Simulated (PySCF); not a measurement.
The vertical singlet excitations below were computed for one of the candidates. Method: PySCF, TDDFT PBE0/def2-SVPD, vertical, gas phase, core orbitals frozen in the response. Geometries: GFN2-xTB, one conformer each.

| state | E (eV) | λ (nm) | f |
| --- | --- | --- | --- |
| S1 | 5.95 | 208.3 | 0.0017 |
| S2 | 6.28 | 197.6 | 0.019 |
| S3 | 6.56 | 188.9 | 0.021 |
| S4 | 6.73 | 184.1 | 0.023 |
| S5 | 6.92 | 179.3 | 0.013 |
| S6 | 6.99 | 177.4 | 0.035 |
| S7 | 7.22 | 171.6 | 0.012 |
| S8 | 7.51 | 165.1 | 0.0090 |

Orbital energies (eV): HOMO-3 -9.48, HOMO-2 -9.45, HOMO-1 -7.52, HOMO -6.88, LUMO 0.42, LUMO+1 0.47, LUMO+2 0.93.

Question: Which structure fits?
A. `c1cnccn1`
B. `[SiH3]N([SiH2]N)C`
C. `N#CCCC#N`
D. `c1ccnnc1`

Answer: B. Its S1 lies at 5.95 eV; the nearest of the others has S1 at 7.79 eV. S1 is HOMO→LUMO (95%). Löwdin shares by element: HOMO nitrogen 53% or more, silicon 16%, carbon 10% (atoms not listed hold the other 21%); LUMO silicon 44%, carbon 9%, hydrogen 8% or more (atoms not listed hold the other 39%). At the same level the other candidates give, for their lowest levels:
- `N#CCCC#N`: 7.79 eV (f 0.000); 7.84 eV (f 0.001); 8.12 eV (f 0.016); 8.14 eV (f 0.000); 8.21 eV (f 0.000); T1 6.40 eV; HOMO -9.92, LUMO -0.20 eV
- `c1ccnnc1`: 3.42 eV (f 0.004); 3.90 eV (f 0.000); 5.84 eV (f 0.000); 5.88 eV (f 0.022); 6.34 eV (f 0.005); T1 2.63 eV; HOMO -6.64, LUMO -1.50 eV
- `c1cnccn1`: 3.99 eV (f 0.005); 4.64 eV (f 0.000); 5.62 eV (f 0.103); 5.65 eV (f 0.000); 6.43 eV (f 0.000); T1 3.27 eV; HOMO -7.30, LUMO -1.56 eV

Conformer computed: `[CH3:1][N:2]([SiH3:3])[SiH2:4][NH2:5]`: C1–N2–Si4–N5 51°, H–N5–Si4–N2 50°, H–N5–Si4–N2 -175°.
Triplets come from the Tamm–Dancoff approximation.
